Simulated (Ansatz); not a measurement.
Two isomers of C2H2O2: A = `O=C=CO`, B = `O=C1CO1`.

Program: Ansatz. Geometries: PBE0-D4/def2-TZVP. ΔE: electronic, gas phase. CCSD(T)/CBS is the MP2 limit (def2-TZVPP, def2-QZVPP) plus CCSD(T) − MP2 in def2-TZVPP, frozen cores. DFT in def2-TZVPP. B3LYP here is the variant with VWN-RPA as its local correlation; programs differ in this. Each species was taken in one conformer, which may not be the lowest.

A:

```xyz
6

O     0.453   -0.339   -2.172
C     0.171   -0.040   -1.088
C    -0.159    0.324    0.135
O    -0.458   -0.626    1.092
H    -0.295    1.379    0.339
H     0.289   -0.699    1.694
```

B:

```xyz
6

O     1.078   -0.979   -1.331
C     0.553   -0.429   -0.428
C    -0.490    0.332    0.213
O     0.773   -0.178    0.852
H    -1.389   -0.158    0.574
H    -0.525    1.412    0.120
```

(1) Which isomer does CCSD(T)/CBS put lower? Give the gap. (Best estimate.)

(2) Give E(B) − E(A) in kcal/mol with B2PLYP, BLYP-D4, LDA (SPW92), ωB97M-V, PBE0-D4, B3LYP, B3LYP-D4. (Estimate.)

(3) Does the order hold for the free energy at 298.15 K (harmonic terms from PBE0-D4)? (An estimate is asked.)

Largest T1 diagnostic: 0.017.

## Answers

(1) Ansatz gave: B, by 5.2 kcal/mol.

(2) Computed: B2PLYP -5.0, BLYP-D4 -3.5, LDA (SPW92) -7.9, ωB97M-V -5.4, PBE0-D4 -7.1, B3LYP -3.6, B3LYP-D4 -3.7. None reverses the order clearly.

(3) Ansatz gave: Yes: G(B) − G(A) = -3.9 kcal/mol, for one conformer each.

Leaving LDA and LC-ωPBE aside and taking each functional with its dispersion term where it has one, the values, not all of them listed here, spread over 4.5 kcal/mol, from ωB97X-V to BHLYP-D4. In def2-TZVPP, CCSD(T) changes the Hartree–Fock value by −3.7 kcal/mol (the triples alone add −0.7 kcal/mol) and MP2 by −5.2 kcal/mol.
